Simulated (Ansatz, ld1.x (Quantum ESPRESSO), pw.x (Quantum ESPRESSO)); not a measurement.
## pw.x on diamond Pd: one setting changed

Potential: PAW, ld1.x (Quantum ESPRESSO) 7.5, LDA (PW92); core [Kr], reference 4d9.5 5s0 5p0; waves: 5s (bound, empty): rcut 1.85, rcutus 2.50 bohr; 5s channel at 2.8 Ry: rcut 1.85, rcutus 2.50 bohr; 5p (bound, empty): rcut 3.05, rcutus 3.20 bohr; 5p channel at 0.45 Ry: rcut 3.05, rcutus 3.20 bohr; 4d (bound): rcut 1.65, rcutus 2.05 bohr; 4d channel at 3.55 Ry: rcut 1.65, rcutus 2.05 bohr; local part: all-electron potential smoothed inside 2.60 bohr (lloc = -1); core correction: Bessel-smoothed model core, default radius (core density twice the valence density); augmentation: BESSEL, radius 1.80 bohr.

The reference run (k-mesh 8³, cutoffs 50/400 Ry, Fermi–Dirac 0.01 Ry, mixing_beta 0.4, conv_thr 1e-9, no spin) gives 0.56 GPa at 22.196 Å³/atom, where all-electron LAPW gives -0.01 GPa. This run, with its own iteration cap, changes smearing to mp.

```
&control
  calculation='scf', prefix='x', pseudo_dir='./', outdir='./tmp', tstress=.true., disk_io='none'
/
&system
  ibrav=0, nat=2, ntyp=1, ecutwfc=50, ecutrho=400, nbnd=18,
  occupations='smearing', smearing='mp', degauss=0.01
/
&electrons
  conv_thr=1e-09, mixing_beta=0.4, electron_maxstep=60
/
ATOMIC_SPECIES
Pd 1.0 Pd.UPF
CELL_PARAMETERS angstrom
  0.00000000 2.81033595 2.81033595
  2.81033595 0.00000000 2.81033595
  2.81033595 2.81033595 0.00000000
ATOMIC_POSITIONS crystal
Pd 0.0000 0.0000 0.0000
Pd 0.2500 0.2500 0.2500
K_POINTS automatic
8 8 8 0 0 0
```

```bash
pw.x < Pd.scf.in > Pd.scf.out
```

Task: How does the run end?

Result: It converges in 11 iterations; the free energy moves by +83.0 meV/atom and the pressure by -0.48 GPa. This scheme is built to cancel the term in the square of the width that Fermi–Dirac smearing leaves in the F of a metal.

```
Message from routine setup:
     using ibrav=0 with symmetry is DISCOURAGED, use correct ibrav instead
     lattice parameter (alat)  =       7.5106  a.u.
     unit-cell volume          =     299.5721 (a.u.)^3
     number of electrons       =        20.00
     number of Kohn-Sham states=           18
     kinetic-energy cutoff     =      50.0000  Ry
     charge density cutoff     =     400.0000  Ry
     scf convergence threshold =      1.0E-09
     Exchange-correlation= SLA  PW   NOGX NOGC
     number of k points=    29  Methfessel-Paxton smearing, width (Ry)=  0.0100
     iteration #  1     ecut=    50.00 Ry     beta= 0.40
     total energy              =    -642.02948295 Ry
     estimated scf accuracy    <       3.99587121 Ry
     iteration #  2     ecut=    50.00 Ry     beta= 0.40
     total energy              =    -642.92294500 Ry
     estimated scf accuracy    <       0.34993801 Ry
     iteration #  3     ecut=    50.00 Ry     beta= 0.40
     total energy              =    -642.96737132 Ry
     estimated scf accuracy    <       0.00141290 Ry
     iteration #  4     ecut=    50.00 Ry     beta= 0.40
     total energy              =    -642.96877826 Ry
     estimated scf accuracy    <       0.00683578 Ry
     iteration #  5     ecut=    50.00 Ry     beta= 0.40
     total energy              =    -642.96976021 Ry
     estimated scf accuracy    <       0.00001058 Ry
     iteration #  6     ecut=    50.00 Ry     beta= 0.40
     c_bands:  1 eigenvalues not converged
     total energy              =    -642.96974217 Ry
     estimated scf accuracy    <       0.00006595 Ry
     iteration #  7     ecut=    50.00 Ry     beta= 0.40
     total energy              =    -642.96975752 Ry
     estimated scf accuracy    <       0.00000231 Ry
     iteration #  8     ecut=    50.00 Ry     beta= 0.40
     total energy              =    -642.96975789 Ry
     estimated scf accuracy    <       0.00000014 Ry
     iteration #  9     ecut=    50.00 Ry     beta= 0.40
     total energy              =    -642.96975789 Ry
     estimated scf accuracy    <       0.00000007 Ry
     iteration # 10     ecut=    50.00 Ry     beta= 0.40
     total energy              =    -642.96975789 Ry
     estimated scf accuracy    <          2.5E-09 Ry
     iteration # 11     ecut=    50.00 Ry     beta= 0.40
     the Fermi energy is     7.7526 ev
!    total energy              =    -642.96975789 Ry
     estimated scf accuracy    <          8.3E-11 Ry
     smearing contrib. (-TS)   =      -0.00094852 Ry
     The total energy is F=E-TS. E is the sum of the following terms:
     one-electron contribution =     -14.88072059 Ry
     hartree contribution      =      27.60484270 Ry
     xc contribution           =     -68.08466438 Ry
     ewald contribution        =    -101.43167278 Ry
     one-center paw contrib.   =    -486.17659432 Ry
     convergence has been achieved in  11 iterations
          total   stress  (Ry/bohr**3)                   (kbar)     P=        0.75
     Message from routine punch:
     Nothing written, as per user request (disk_io='none')
```

The run took about 20 s on one core of a shared host (Neoverse-V2, 32 threads, 247 GiB, load 19).
